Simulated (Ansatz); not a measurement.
# CH₅BS: taking an electron away

One table from this session's results is given with a row withheld; the runs are named, their logs left out.

Computed with Ansatz 0.2.0, Gaussian basis. Level: unrestricted cation, the program's frozen cores in correlated methods.

Levels to be run: UKS PBE-D4/def2-TZVPP; UKS r2SCAN-D4/def2-TZVPP; UKS PBE0-D4/def2-TZVPP; UKS B3LYP-D4/def2-TZVPP; UKS wB97X-V/def2-TZVPP; UKS wB97M-V/def2-TZVPP; UKS B2PLYP/def2-TZVPP; UHF-CCSD(T)/def2-TZVPP; UHF-CCSD(T)/def2-QZVPP; extrapolation to the limit; then −ε(HOMO) from the neutral's earlier runs with LDA (SPW92), PBE-D4, revPBE-D4, BLYP-D4, r2SCAN-D4, B97M-V, PBE0-D4, B3LYP-D4, r2SCANh-D4, r2SCAN0-D4, HSE06-D4, BHLYP-D4, CAM-B3LYP-D4, LC-ωPBE, ωB97X-V, ωB97M-V.

## The geometry

An earlier PBE0-D4 in a triple-zeta def2 set relaxation fixed the geometry.

SMILES `BSC`, 8 atoms, charge 0, spin multiplicity 1.

Atoms are counted from 1 here; the program's logs count them from 0.

Bond lengths: B1–S2 1.749 Å, B1–H4 1.194 Å, B1–H5 1.193 Å, S2–C3 1.809 Å, C3–H6 1.090 Å, C3–H7 1.090 Å, C3–H8 1.088 Å. Angles: S2–B1–H4 121.2°, S2–B1–H5 115.9°, H4–B1–H5 123.0°, B1–S2–C3 105.8°, S2–C3–H6 109.1°, S2–C3–H7 109.0°, S2–C3–H8 109.9°, H6–C3–H7 109.0°, H6–C3–H8 109.9°, H7–C3–H8 109.9°.

As a file:

```xyz
8

B    -0.86986    0.95538   -0.90804
S     0.70785    0.85407   -0.15902
C     0.74140   -0.73574    0.70295
H    -1.66775    0.07529   -0.79032
H    -1.08611    1.94779   -1.53293
H     0.91065   -0.56100    1.76513
H     1.55956   -1.33698    0.30726
H    -0.20353   -1.25599    0.55916
```

The first run:

File in.yaml:

```yaml
crystal:
  periodic: [false, false, false]
  atoms:
    - {symbol: B, position_ang: [-0.869860, 0.955377, -0.908043]}
    - {symbol: S, position_ang: [0.707846, 0.854070, -0.159016]}
    - {symbol: C, position_ang: [0.741398, -0.735745, 0.702946]}
    - {symbol: H, position_ang: [-1.667750, 0.075288, -0.790320]}
    - {symbol: H, position_ang: [-1.086108, 1.947787, -1.532927]}
    - {symbol: H, position_ang: [0.910647, -0.561005, 1.765134]}
    - {symbol: H, position_ang: [1.559561, -1.336980, 0.307263]}
    - {symbol: H, position_ang: [-0.203535, -1.255992, 0.559162]}
basis:
  gaussian: {orbitals: def2-TZVPP}
total_charge: 1
magnetization: {spin_polarized: true, initial_magnetization: 1}
hamiltonian: {xc: pbe, dispersion: d4}
```

Command:

```console
$ ansatz run in.yaml --threads 2 --pin off --events-out ev --progress --plain --max-ram 32768MiB --backend cpu
```

Steps of the session up to this table: Cation, UKS PBE-D4/def2-TZVPP; Cation, UKS r2SCAN-D4/def2-TZVPP; Cation, UKS PBE0-D4/def2-TZVPP; Cation, UKS B3LYP-D4/def2-TZVPP; Cation, UKS wB97X-V/def2-TZVPP; Cation, UKS wB97M-V/def2-TZVPP; Cation, UKS B2PLYP (frozen core)/def2-TZVPP; Cation, UHF-CCSD(T)/def2-TZVPP; Cation, UHF-CCSD(T)/def2-QZVPP.

One of the session's tables, all rows but one given; the rest of the session is left out.

It belongs to the step «Ionisation energies side by side». Orbital estimates, from the neutral's runs:

```
  functional  −ε(HOMO) (eV)
 LDA (SPW92)           6.87
      PBE-D4           6.74
   revPBE-D4           6.69
     BLYP-D4           6.56
   r2SCAN-D4           6.95
      B97M-V           7.02
     PBE0-D4           7.85
    B3LYP-D4           7.61
  r2SCANh-D4           7.36
  r2SCAN0-D4           7.99
    HSE06-D4           7.45
    BHLYP-D4           8.80
CAM-B3LYP-D4           9.13
     LC-ωPBE              ?
     ωB97X-V          10.15
     ωB97M-V          10.02
```

**Question.** Estimate the row for LC-ωPBE.

As computed: −ε(HOMO) (eV): 10.51. In the column «−ε(HOMO) (eV)» it is the highest.
